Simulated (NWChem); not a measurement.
# Correlation energy of Al

```xyz
1

Al     0.0000     0.0000     0.0000
```
Charge 0, spin multiplicity 2.

All runs are NWChem calculations.

Basis set: cc-pVDZ. Each correlation energy counts from its own Hartree-Fock reference.

The correlated methods keep 5 core orbitals frozen. No SCF solution was tested for a lower state. Open-shell Hartree-Fock references start from PBE0 orbitals. Coupled-cluster values serve here as a point of comparison, not as the truth.

One of these methods gave a correlation energy of -30.6 mHa. Which?
(A) CCSD on UHF
(B) URI-MP2
(C) SCS-UMP2
(D) CCSD on ROHF

B, URI-MP2. The others give -47.1 (CCSD on UHF), -50.3 (CCSD on ROHF), -34.9 (SCS-UMP2).
